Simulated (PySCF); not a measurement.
# NaLi−: from the state search to spectroscopic constants

An exercise on one series of results from a longer session: the logs are not shown, and one member is left open.

The runs use PySCF 2.14.0; Na aug-cc-pVDZ-DK, Li aug-cc-pVDZ-DK, spin-free X2C with a Gaussian nucleus.

4 further runs of the same task are left out: 4 set aside as unsound or not needed.

The first run:

The job is set up so:

- atoms: Na, Li
- charge: -1
- basis: Na aug-cc-pVDZ-DK, Li aug-cc-pVDZ-DK
- Hamiltonian: spin-free X2C with a Gaussian nucleus
- basis functions: 50
- electrons treated: 15
- masses in u: 22.9898, 7.0160
- levels: PBE0, PBE, r²SCAN, BP86, BLYP, MN15, CAM-B3LYP, MP2, SCS-MP2, CCSD, CCSD(T)
- grid: 80 radial by 434 angular points
- occupations: held fixed by the projection of orbital angular momentum
- dissociation limit: Na + Li−, each in its ground configuration
- starting distance in angstrom: 2.960
- values of 2S to try: 1, 3

Launch:

```bash
OMP_NUM_THREADS=1 python dia.py task.json out
```

Steps of the session up to this table: The job; PBE0 along the bond; PBE; r²SCAN; BP86; BLYP (GGA); MN15 (hybrid meta-GGA); CAM-B3LYP; Adding correlation.

One of the session's tables, all rows but one given; the rest of the session is left out.

Energy (eV) from each level's lowest point:

```
R (Å)  ROHF-MP2  ROHF-SCS-MP2  ROHF-CCSD  ROHF-CCSD(T)    PBE
2.852     0.098         0.104        n/a           n/a  0.062
2.984     0.049         0.054      0.046         0.044  0.025
3.117     0.019         0.023      0.017         0.016  0.006
3.216     0.006         0.008      0.005         0.005  0.000
3.316     0.000         0.001      0.000         0.000  0.000
3.416     0.000         0.000      0.000         0.001  0.005
3.548     0.007         0.005      0.008         0.009  0.018
3.714         ?             ?          ?             ?      ?
3.913     0.053         0.048      0.055         0.058  0.072
4.178     0.100         0.092        n/a           n/a  0.120
```

Q: Estimate the row for R (Å) = 3.714 from the others.

Worked estimate for «ROHF-MP2». A straight line through the neighbours (3.548, 0.007) and (3.913, 0.053) gives 0.007 + (0.053 − 0.007) × (3.714 − 3.548) / (3.913 − 3.548) = 0.028; a parabola fitted to 4 rows on both sides gives 0.025.

The run gave: ROHF-MP2: 0.024; ROHF-SCS-MP2: 0.021; ROHF-CCSD: 0.026; ROHF-CCSD(T): 0.028; PBE: 0.040. In «ROHF-MP2» the line misses by +0.004 and the parabola by +0.001.
